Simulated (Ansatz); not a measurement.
Results of r²SCAN50 (Ansatz, a quantum-chemistry and plane-wave program, PAW) for bcc Cs.

Settings: plane-wave cutoff 520 eV, 8×8×8 k mesh, Fermi–Dirac smearing 0.05 eV, scalar-relativistic PAW data made under PBE.

Cell (relaxed at this level):

```xyz
1
Lattice="-3.1684 3.1684 3.1684 3.1684 -3.1684 3.1684 3.1684 3.1684 -3.1684" Properties=species:S:1:pos:R:3 pbc="T T T"
Cs     0.0000     0.0000     0.0000
```

Question: Give the computed bulk modulus and pressure derivative B′ of the bulk modulus.

Answer: 
- bulk modulus: 1.90 GPa
- pressure derivative B′ of the bulk modulus: 3.8

Measured, for comparison: bulk modulus 2.11 GPa (corrected for temperature and zero-point phonon effects, our sources range from 2.11 to 2.35; as tabulated in Levämäki et al. (2014), arXiv:1402.3671). Computed (rounded) less measured: bulk modulus -10 % (-10 % to -19 % over the range).

Spin–orbit coupling is not included.

Static lattice: no zero-point or thermal effects.
